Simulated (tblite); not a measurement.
C4H4NO (doublet state).
Structure used (GFN2-xTB), in Å, numbered top down from 1:
```xyz
10
C4H4NO angstrom
C      1.047   -0.902    0.410
C      0.154    0.052   -0.189
C      0.665    1.393   -0.328
N      1.079    2.453   -0.427
C     -1.341   -0.057   -0.021
O     -0.725   -0.380   -1.218
H      1.991   -0.584    0.804
H      0.795   -1.944    0.393
H     -1.925    0.858   -0.007
H     -1.730   -0.885    0.561
```

Level: GFN2-xTB in tblite, geometry and Hessian alike; calculated harmonic values, unscaled, isolated species. The method is semi-empirical: single wavenumbers can be off by several per cent or more. One conformer, not necessarily the lowest. Open shells enter through the occupations alone, without spin polarisation, and single modes of such species can be off by tens of per cent.

Harmonic wavenumbers (cm⁻¹): 164.6, 201.6, 251.7, 333.5, 354.8, 534.1, 548.7, 578.3, 730.6, 833.6, 869.4, 901.1, 1028.9, 1090.3, 1095.0, 1263.4, 1315.3, 1374.3, 1438.6, 2407.8, 3022.9, 3036.1, 3147.3, 3200.9.

A = 6555, B = 3349, C = 2577 MHz; mass 82.029 u (most abundant isotopes); point group C1, symmetry number 1; spin multiplicity 2.

Q: Zero-point energy?

A: Half the sum of the wavenumbers: 14861 cm⁻¹ = 177.78 kJ/mol.

Q: What is S at 200 K and 1 bar for an ideal gas of classical rigid rotors and harmonic oscillators?

A: Translation 155.52, rotation 104.41, vibration 26.09, spin (R ln 2) 5.76: S = 291.8 J/(mol K).

Q: And Cp and H(200 K) − H(0)?

A: Cp = 75.92 J/(mol K), of which vibrations give 42.67 (their classical limit is 24 R = 199.5); H(200 K) − H(0) = 10.11 kJ/mol without the zero-point energy, 3.46 from vibrations.

Q: Which modes carry the vibrational entropy at 200 K?

A: 164.6 cm⁻¹: 7.38; 201.6 cm⁻¹: 5.92; 251.7 cm⁻¹: 4.43; 333.5 cm⁻¹: 2.78; 354.8 cm⁻¹: 2.47; 534.1 cm⁻¹: 0.88 J/(mol K); the other 18 give 2.24 together.

Q: What must be added to the electronic energy to get the Gibbs energy at 200 K and 1 bar?

A: ZPE + [H(200 K) − H(0)] − T·S = 177.78 + 10.11 − 58.36 = 129.53 kJ/mol.

Hindered rotation and anharmonicity are outside this model. Other conformers, if any are populated, would add a mixing term that is left out. The structure is chiral; the term R ln 2 for an equal mix with its mirror image is left out.
